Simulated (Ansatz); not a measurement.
SiH₃, doublet in cc-pVDZ: errors against full CI

Geometry: a point of a stretch scan, not a stationary point.

```yaml
atoms:
  - { symbol: Si, position_ang: [0.0387, 0.0683, -0.0687] }
  - { symbol: H, position_ang: [1.4540, 0.0829, 0.3842] }
  - { symbol: H, position_ang: [-0.6824, 1.2884, 0.3781] }
  - { symbol: H, position_ang: [-1.8507, -3.2742, 1.1522] }
```

Basis cc-pVDZ; Ansatz 0.2.0. Only valence electrons are correlated (noble-gas cores frozen), which leaves 7 electrons in 28 orbitals. R marks a restricted (for open shells ROHF) determinant, U an unrestricted one. Active spaces: valence = (7e, 7o) chosen from the atoms' valence shells; pair = (3e, 3o) about the gap.

Full CI is exact within this basis and frozen core; it isn't the basis-set limit. The frozen core follows each run's orbitals, which can shift R against U totals by a few meV.

Unrestricted rows (U) aren't spin-pure: their determinants' ⟨S²⟩ exceeds S(S+1) by up to 0.60, so they mix in states of higher spin. For open shells CISD is restricted-active-space CI with the open shells as a complete middle space.

The UHF ⟨S²⟩ is 1.345, the T1 diagnostic (RCCSD) is 0.0134 and the largest doubles amplitude (RCCSD) is 0.124. The T1 diagnostic (UCCSD) is 0.1102.

```csv
level,E − E(RHF) (eV)
UHF,-0.2624
RMP2,-2.3861
UMP2,-2.3362
RCCSD,-3.1650
UCCSD,-3.1506
RCCSD(T),-3.2265
UCCSD(T),-3.2125
```

Problem. Estimate how far full CI in cc-pVDZ lies from RCCSD(T). The table doesn't fix it; the size of (T) and the diagnostics are the guide.

Solution. Full CI in cc-pVDZ lies 0.48 kcal/mol below RCCSD(T), which is 34 % of the (T) step (-1.42 kcal/mol). A doubles amplitude is large, and the rest is a large part of (T).

The other levels:

```csv
level,E − E(full CI) (kcal/mol),share of correlation (%),wall time
CISD,5.17,93.10,0.45 s
BCCD(T),0.48,99.36,1.2 s
RCCSDT,0.08,99.90,–
UCCSDT,0.10,99.86,–
RCCSDT(Q),0.02,99.98,6 s
UCCSDT(Q),0.03,99.96,7 s
RCCSDTQ,0.00,100.00,27 s (H100)
UCCSDTQ,0.02,99.98,36 s (H100)
CASSCF (pair space),61.78,17.50,–
NEVPT2 (pair space),17.10,77.16,0.24 s
MRCISD (pair space),3.23,95.69,–
MRCISD+Q (pair space),-0.33,100.44,0.36 s
CASSCF (valence space),43.71,41.62,–
NEVPT2 (valence space),14.62,80.48,1.2 s
MRCISD (valence space),2.05,97.26,–
MRCISD+Q (valence space),0.38,99.50,1.6 s
```

The correlation energy at full CI, counted from RHF, is -3.247 eV. That run took 13 s on 2 threads of AMD EPYC 7R13 with a shared H100 80 GB, shared host over 33,540,030 determinants.

Times hold each run's SCF and search for its determinant on a shared host, so for small cases they say little of a method's own cost; rows without a card ran on 1 thread of AMD EPYC 7R13. Some runs computed forces too.

More than 5 meV below full CI, which no variational method can be: MRCISD+Q (pair space).

The full-CI state has the irrep A' of Cs, in the program's axes.

Natural occupations of full CI about the gap: 1.961 1.950 1.879 1.000 0.082 0.035 0.027 0.013 0.009 0.008; effectively unpaired electrons, Σ n²(2−n)², 1.10.
